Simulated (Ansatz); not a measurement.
## CH8Si2 (SMILES [SiH3]C[SiH3]): methods side by side

CH8Si2: 11 atoms, total charge 0, spin state singlet. As SMILES, `[SiH3]C[SiH3]`. Geometry: optimised at r2SCAN/def2-SVP.

```xyz
11

Si   -1.1738    1.0462   -0.3496
C    -0.2831   -0.6143   -0.3613
Si    1.3510   -0.6616    0.5758
H    -2.4539    0.9719   -1.1189
H    -0.3113    2.1004   -0.9655
H    -1.4871    1.4555    1.0535
H    -0.9569   -1.3798    0.0643
H    -0.0977   -0.9087   -1.4102
H     1.1330   -0.3166    2.0139
H     2.3095    0.3277   -0.0050
H     1.9702   -2.0207    0.5030
```

Each level gives the dissociation energy of the Si3–C2 bond into doublet SiH3 and doublet CH5Si (shapes relaxed at r2SCAN/def2-SVP, no zero-point term) (eV). The values are calculated.

```csv
level,kind,program,value (eV)
HF/def2-SVP,Hartree–Fock,Ansatz,2.79
SVWN5/def2-SVP,LDA,Ansatz,4.43
PBE/def2-SVP,GGA,Ansatz,3.79
r2SCAN/def2-SVP,meta-GGA,Ansatz,3.66
B3LYP/def2-SVP,global hybrid,Ansatz,3.66
PBE0-D4/def2-SVP,global hybrid,Ansatz,3.87
CAM-B3LYP/def2-SVP,range-separated hybrid,Ansatz,3.77
B2PLYP/def2-SVP,double hybrid,Ansatz,3.77
RPA@PBE/def2-SVP,RPA,Ansatz,3.70
```

The values span 2.79 to 4.43 eV. Hartree–Fock misses the correlation of the electron pair that is broken and comes out low. Measured bond enthalpies also hold zero-point and thermal terms, a few tenths of an eV less.
